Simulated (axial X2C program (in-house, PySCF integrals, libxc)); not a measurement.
**Which molecule has these constants?**

Computed with an axial X2C code built on PySCF integrals, spin-free (one-electron X2C) or two-component (2c: spin–orbit coupling with atomic mean-field Coulomb and Gaunt terms, which also bring small scalar terms), in Dyall basis sets with cores contracted in-house; open shells are unrestricted.

A two-component PBE0 calculation in a Dyall 3-zeta basis gave Re = 3.197 Å, ωe = 154.9 cm⁻¹, De = 0.65 eV, Ω = 0.

Problem. Which molecule is it?
A. MgH⁺
B. NaMg⁺
C. LiMg⁺

Solution. B. The others have LiMg⁺ 2.893 Å and 268.4 cm⁻¹ (Ω = 0); MgH⁺ 1.654 Å and 1727.8 cm⁻¹ (Ω = 0).

Each entry is the lowest single determinant of a limited PBE0 search at one distance. De goes to single-determinant-based atoms at the same level (for ions the charge split of lowest energy) and is withheld (n/a) where an atom does not fit its ground term or J level. Main or longest-lived isotopes.
